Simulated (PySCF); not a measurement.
**[SiH3]-: relaxation and vibrations of the singlet**

Aim: relax [SiH3]- as a singlet from a trigonal planar start, check by its vibrations whether the end is a minimum, and collect its spectrum and constants.

Program: PySCF 2.14.0. Level of theory: PBE0, basis Si def2-TZVPD, H def2-TZVPD, no relativity, density fitting. These are calculated values, not measurements.

### Step 1. The starting structure

4 atoms, charge -1, spin multiplicity 1.

Bond lengths: Si1–H2 1.480 Å, Si1–H3 1.480 Å, Si1–H4 1.480 Å. Angles: H2–Si1–H3 120.0°, H2–Si1–H4 120.0°, H3–Si1–H4 120.0°.

Z-matrix (Å, degrees; charge -1 multiplicity 1):
```
Si
H  1 1.4800
H  1 1.4800 2 120.00
H  1 1.4800 2 120.00 3 180.00
```

### Step 2. First SCF at the start

The steps below are one call of a driver around PySCF. For each, scf.py gives the equivalent set-up of the SCF; relaxations use the driver's own optimiser. After this first run the driver tries any further starts and a stability analysis.

Input file scf.py:

```python
from pyscf import gto, scf, dft
mol = gto.M(atom='''
Si     0.000000     0.000000     0.000000
H      1.480000     0.000000     0.000000
H     -0.740000     1.281700     0.000000
H     -0.740000    -1.281700     0.000000''',
    basis={'Si': 'def2-TZVPD', 'H': 'def2-TZVPD'},
    charge=-1, spin=0)
mf = dft.RKS(mol, xc='PBE0')
mf.grids.atom_grid = (50, 194)
aux = {'Si': 'def2-universal-JKFIT', 'H': 'def2-universal-JKFIT'}
mf = mf.density_fit(auxbasis=aux)
mf.conv_tol = 1e-08
mf.diis_space = 10
mf.max_cycle = 60
mf.init_guess = 'minao'
mf.verbose = 4
mf.kernel()
```

Launch:

```console
$ OMP_NUM_THREADS=2 python axn.py task.json out
```

The program printed:

```text
init E= -290.890471201
  HOMO = -0.145977663300844  LUMO = -0.0180743346561325  gap/eV = 3.48043
cycle= 1 E= -291.076579860166  delta_E= -0.186  |g|= 0.22  |ddm|= 1.33
  HOMO = 0.117396668502543  LUMO = 0.191123271491477  gap/eV = 2.00620
cycle= 2 E= -291.091545054287  delta_E= -0.015  |g|=  0.2  |ddm|= 0.785
  HOMO = 0.070584089733293  LUMO = 0.177775857447177  gap/eV = 2.91684
cycle= 3 E= -291.107195152418  delta_E= -0.0157  |g|= 0.022  |ddm|= 0.252
  HOMO = 0.0654117729634969  LUMO = 0.175640067516285  gap/eV = 2.99946
cycle= 4 E= -291.107259683597  delta_E= -6.45e-05  |g|= 0.00285  |ddm|= 0.0144
  HOMO = 0.0641972771446024  LUMO = 0.175076222574084  gap/eV = 3.01717
cycle= 5 E= -291.107262283515  delta_E= -2.6e-06  |g|= 0.000304  |ddm|= 0.00642
  HOMO = 0.064160010141002  LUMO = 0.175055590204488  gap/eV = 3.01762
cycle= 6 E= -291.107262331655  delta_E= -4.81e-08  |g|= 2.97e-05  |ddm|= 0.00118
  HOMO = 0.0641635351599401  LUMO = 0.175054403228541  gap/eV = 3.01749
cycle= 7 E= -291.107262332158  delta_E= -5.03e-10  |g|= 3.55e-06  |ddm|= 8.78e-05
  HOMO = 0.0641634304377927  LUMO = 0.175054624390443  gap/eV = 3.01750
Extra cycle  E= -291.10726233217  delta_E= -1.17e-11  |g|= 9.23e-07  |ddm|= 2.07e-05
converged SCF energy = -291.10726233217
```

This step, with its further starts and checks, ran for 2.4 s (2 threads of Arm Neoverse V2, shared host).

The starts that the driver tried:

| start | energy (Eh) |
| --- | --- |
| the minimal-basis guess | -291.107262 |
| a thermally smeared density | -291.107262 |
| a smeared PBE density | -291.107262 |

The test of internal stability and the other starts found no lower closed-shell solution.

### Step 3. Relaxing the singlet from the trigonal planar start

The program finds D3h symmetry in the start, which this walk keeps. The walk stops when the largest gradient is under 0.0003 Eh/bohr and the energy has settled too.

Edit scf.py of step 2 so:

```diff
@@ -3,4 +3,4 @@
-Si     0.000000     0.000000     0.000000
-H      1.480000     0.000000     0.000000
-H     -0.740000     1.281700     0.000000
-H     -0.740000    -1.281700     0.000000''',
+Si     0.000000    -0.000000     0.000000
+H      1.479990     0.000000     0.000000
+H     -0.739995     1.281709     0.000000
+H     -0.739995    -1.281709     0.000000''',
@@ -16 +15,0 @@
-mf.init_guess = 'minao'
```

Energy and gradient, step by step:

| step | energy (Eh) | change (kJ/mol) | largest symmetric gradient (Eh/bohr) |
| --- | --- | --- | --- |
| 0 | -291.107262 | 0.00 | 0.00126 |
| 1 | -291.107274 | -0.03 | 0.00027 |
| 2 | -291.107275 | -0.03 | 0.00000 |

The walk took 1.1 s.

It settles in D3h symmetry, 0.0 kJ/mol below the start, after 2 steps: Si–H 1.484 Å (×3); H–Si–H 120.0° (×3).

### Step 4. Hessian and properties

On the finer grid the gradient is checked again; gradients at displacements of ±0.02 bohr then give force constants and infrared intensities.

Edit scf.py of step 3 so:

```diff
@@ -3,4 +3,4 @@
-Si     0.000000    -0.000000     0.000000
-H      1.479990     0.000000     0.000000
-H     -0.739995     1.281709     0.000000
-H     -0.739995    -1.281709     0.000000''',
+Si    -0.000000     0.000000     0.000000
+H      1.483528     0.000000     0.000000
+H     -0.741764     1.284773     0.000000
+H     -0.741764    -1.284773     0.000000''',
@@ -10 +10 @@
-mf.grids.atom_grid = (50, 194)
+mf.grids.atom_grid = (75, 302)
@@ -13 +13 @@
-mf.conv_tol = 1e-08
+mf.conv_tol = 1e-10
```

The driver hands on the density of the step before, so the log starts near convergence.

Log of the central SCF (cycles and frontier levels):

```text
init E= -291.107263676348
  HOMO = 0.064041136085299  LUMO = 0.174925534819819  gap/eV = 3.01732
cycle= 1 E= -291.107263676347  delta_E= 2.27e-13  |g|= 1.13e-06  |ddm|= 2.63e-06
  HOMO = 0.0640408683979334  LUMO = 0.174925466273836  gap/eV = 3.01732
Extra cycle  E= -291.107263676348  delta_E= -2.27e-13  |g|= 9.54e-07  |ddm|= 2.13e-06
converged SCF energy = -291.107263676348
```

The whole step took 5.7 s.

Geometry: D3h; Si–H 1.484 Å (×3); H–Si–H 120.0° (×3).

Modes, for the most abundant isotopes:

| symmetry | ω (cm⁻¹) | IR (km/mol) | type |
| --- | --- | --- | --- |
| a2'' | 974i | 244 | bend |
| e' | 874 | 117 | bend |
| a1' | 2215 | 0.0 | stretch |
| e' | 2231 | 305 | stretch |

With 1 mode imaginary (up to 974i cm⁻¹) this point is a saddle.

Constants and moments:

| Item | Value |
| --- | --- |
| Dipole moment about the centre of mass | 0.00 D |
| Highest occupied level | 1.74 eV |
| Lowest empty level | 4.76 eV |
| Rotational constants | 5.067, 5.067, 2.533 cm⁻¹ |
| Zero-point energy (real modes) | 50.4 kJ/mol |
| Principal polarisabilities | 66.6, 66.6, 122.9 bohr³ |
| Principal traceless quadrupole moments about the centre of mass | -6.65, 3.33, 3.33 D Å |

Charges (e) and bond orders:

| atom | Mulliken | Löwdin | polar tensor | Mayer order to Si1 |
| --- | --- | --- | --- | --- |
| Si1 | -0.98 | -0.01 | -0.68 | – |
| H2,3,4 | -0.01 | -0.33 | -0.11 | 1.04 |

Mulliken populations on Si1: s 5.38, p 9.46, d 0.13, f 0.01.

### Step 5. Downhill along the imaginary mode

The start is the last point, displaced along its most imaginary mode.

The program finds C3v symmetry in the start, which this walk keeps. The walk stops when the largest gradient is under 0.0003 Eh/bohr and the energy has settled too.

Edit scf.py of step 4 so:

```diff
@@ -3,4 +3,4 @@
-Si    -0.000000     0.000000     0.000000
-H      1.483528     0.000000     0.000000
-H     -0.741764     1.284773     0.000000
-H     -0.741764    -1.284773     0.000000''',
+Si     0.000000     0.000000    -0.012968
+H      1.483528     0.000000     0.120000
+H     -0.741764     1.284773     0.120000
+H     -0.741764    -1.284773     0.120000''',
@@ -10 +10 @@
-mf.grids.atom_grid = (75, 302)
+mf.grids.atom_grid = (50, 194)
@@ -13 +13 @@
-mf.conv_tol = 1e-10
+mf.conv_tol = 1e-08
```

Steps of the walk:

| step | energy (Eh) | change (kJ/mol) | largest symmetric gradient (Eh/bohr) |
| --- | --- | --- | --- |
| 0 | -291.110253 | 0.00 | 0.02294 |
| 1 | -291.130440 | -53.00 | 0.04162 |
| 2 | -291.147208 | -97.03 | 0.01838 |
| 3 | -291.150608 | -105.95 | 0.01204 |
| 4 | -291.153174 | -112.69 | 0.00175 |
| 5 | -291.153178 | -112.70 | 0.00132 |
| 6 | -291.153184 | -112.72 | 0.00001 |

The walk took 3 s.

Geometry (Å) and forces (eV/Å) at some steps:

```
step 0
Si   0.000   0.000  -0.013   0.000   0.000  -1.179
H    1.484   0.000   0.120  -0.086   0.000   0.394
H   -0.742   1.285   0.120   0.043  -0.074   0.393
H   -0.742  -1.285   0.120   0.043   0.074   0.393
step 1
Si   0.000   0.000  -0.225   0.000   0.000  -2.140
H    1.459   0.000   0.191  -0.320   0.000   0.713
H   -0.730   1.264   0.191   0.160  -0.277   0.714
H   -0.730  -1.264   0.191   0.160   0.277   0.714
step 3
Si   0.000   0.000  -0.495   0.000   0.000   0.191
H    1.385   0.000   0.281  -0.619   0.000  -0.064
H   -0.693   1.200   0.281   0.309  -0.536  -0.063
H   -0.693  -1.200   0.281   0.309   0.536  -0.063
step 6
Si   0.000   0.000  -0.534   0.000   0.000   0.000
H    1.305   0.000   0.294   0.000   0.000  -0.001
H   -0.653   1.130   0.294   0.000  -0.001   0.000
H   -0.653  -1.130   0.294   0.000   0.001   0.000
```

End point (C3v, 6 steps, 112.7 kJ/mol gained): Si–H 1.545 Å (×3); H–Si–H 94.0° (×3).

### Step 6. Frequencies

As before: finer grid, then central differences.

Edit scf.py of step 5 so:

```diff
@@ -3,4 +3,4 @@
-Si     0.000000     0.000000    -0.012968
-H      1.483528     0.000000     0.120000
-H     -0.741764     1.284773     0.120000
-H     -0.741764    -1.284773     0.120000''',
+Si    -0.000000     0.000000    -0.080688
+H      1.305146     0.000000     0.746621
+H     -0.652573     1.130290     0.746621
+H     -0.652573    -1.130290     0.746621''',
@@ -10 +10 @@
-mf.grids.atom_grid = (50, 194)
+mf.grids.atom_grid = (75, 302)
@@ -13 +13 @@
-mf.conv_tol = 1e-08
+mf.conv_tol = 1e-10
```

Log of the central SCF (cycles and frontier levels):

```text
init E= -291.153179999429
  HOMO = 0.00870888569442485  LUMO = 0.173005606629911  gap/eV = 4.47074
cycle= 1 E= -291.153179999431  delta_E= -1.99e-12  |g|= 3.66e-06  |ddm|= 1.57e-05
  HOMO = 0.00870956822295987  LUMO = 0.173005698151899  gap/eV = 4.47073
Extra cycle  E= -291.153179999434  delta_E= -2.67e-12  |g|= 3.11e-06  |ddm|= 1.32e-05
converged SCF energy = -291.153179999434
```

The whole step ran for 6.5 s (2 threads of Arm Neoverse V2, shared host).

Geometry: C3v; Si–H 1.545 Å (×3); H–Si–H 94.0° (×3).

Modes, for the most abundant isotopes:

| symmetry | ω (cm⁻¹) | IR (km/mol) | type |
| --- | --- | --- | --- |
| a1 | 870 | 152 | bend |
| e | 950 | 101 | bend |
| e | 1900 | 1081 | stretch |
| a1 | 1913 | 450 | stretch |

All wavenumbers are real: a minimum.

Constants and moments:

- Dipole moment about the centre of mass: 0.05 D
- Highest occupied level: 0.24 eV
- Lowest empty level: 4.71 eV
- Rotational constants: 3.794, 3.794, 3.273 cm⁻¹
- Zero-point energy: 50.7 kJ/mol
- Principal polarisabilities: 62.4, 62.4, 80.7 bohr³
- Principal traceless quadrupole moments about the centre of mass: -3.81, 1.90, 1.90 D Å
- Entropy at 298.15 K and 1 bar: 211.9 J/(mol K)
- Heat capacity Cp at 298.15 K: 39.4 J/(mol K)
- Enthalpy at 298.15 K above 0 K: 10.32 kJ/mol
- Rotational symmetry number: 3

Charges (e) and bond orders:

```tsv
atom	Mulliken	Löwdin	polar tensor	Mayer order to Si1
Si1	-0.91	-0.04	0.08	–
H2,3,4	-0.03	-0.32	-0.36	1.17
```

Mulliken populations on Si1: s 5.36, p 9.34, d 0.20, f 0.01.

### Step 7. Stability of the closed shell

At the lowest minimum the closed shell is tested against spin polarisation, on the (50, 194) grid. It is stable.

### Step 8. The points found, side by side

| spin | group | bonds | imaginary modes (cm⁻¹) | ΔE (kJ/mol) | with zero-point energy |
| --- | --- | --- | --- | --- | --- |
| singlet | C3v | Si–H 1.545 Å (×3) | none | 0.0 | 0.0 |
| singlet | D3h | Si–H 1.484 Å (×3) | 974i | 120.6 | – |

### Step 9. Outcome

```
                            quantity                                   value
                             minimum                            singlet, C3v
                            geometry    Si–H 1.545 Å (×3); H–Si–H 94.0° (×3)
                  wavenumbers (cm⁻¹)  870 (a1), 950 (e), 1900 (e), 1913 (a1)
      dipole moment (centre of mass)                                  0.05 D
highest occupied, lowest empty level                           0.24, 4.71 eV
          polar-tensor charge of Si1                                 +0.08 e
                   zero-point energy                             50.7 kJ/mol
                 entropy at 298.15 K                         211.9 J/(mol K)
```

**Reading.** The trigonal planar start (D3h) ends in a minimum of C3v symmetry, after a stop at a saddle point 120.6 kJ/mol higher, from which it was pushed off along an imaginary mode. In the infrared the band at 1900 cm⁻¹ (e, stretch) leads. Other starts or spin states, not run here, may lie lower. A highest occupied level above zero is common for anions with such functionals; it warns that the extra electron is poorly described.

The search up to here took 19 s.
